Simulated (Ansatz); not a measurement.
Basis-set extrapolation for `[NH][SiH3]` radical (PBE0-D4/def2-TZVP geometry, frozen core, the Gaussian-basis code of Ansatz). Multiplicity 2, UHF reference.

```tsv
	def2-TZVPP	def2-QZVPP
HF	-345.711440	-345.723585
MP2 correlation	-0.301702	-0.324662
CCSD(T) correlation	-0.349606	not run
```

Energies in hartree. Use E(X) = E(∞) + A·exp(−7.88·√X) for Hartree–Fock and E(X) = E(∞) + B·X^(−2.97) for correlation, with X = 3 and 4, and add CCSD(T) minus MP2 of the smaller set to the MP2 limit.

What is the CCSD(T) energy at the basis-set limit?

HF limit: -345.723585 + (-0.012145) × 0.13774 = -345.72526. MP2 limit: -0.324662 + (-0.022960) × 0.74074 = -0.34167. Higher-order term: -0.349606 − (-0.301702) = -0.04790. Total: -346.11483 hartree, 1.46 eV below CCSD(T)/def2-TZVPP.
